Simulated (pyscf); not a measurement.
Optimised with ωB97X-D3(BJ)/def2-SVP in PySCF.

Problem. For the elementary gas-phase step H₃C–CH•–Zn–OH + hydrogen (H₂) → H₃C–CH₂–Zn–OH + H atom (H•) (doublet surface; H–H broken, C–H formed), what barrier and reaction energy does ωB97M-D3(BJ)/def2-TZVP give, measured from the separated reactants?

Solution. ΔE‡ = 0.61 eV, ΔE = +0.26 eV. Zero-point energy shifts the barrier by +0.03 eV. It is a hydrogen abstraction, with an imaginary mode of 1394i cm⁻¹. H₃C–CH•–Zn–OH lies 0.28 eV over its isomer [H₃C–CH₂–O–Zn]• (electronic energy, ωB97M-D3(BJ)/def2-TZVP). One saddle was located; it need not be the lowest between these sides. The angle at the transferred H is 171°. Elements up to Kr have no core potential and no relativistic terms here.
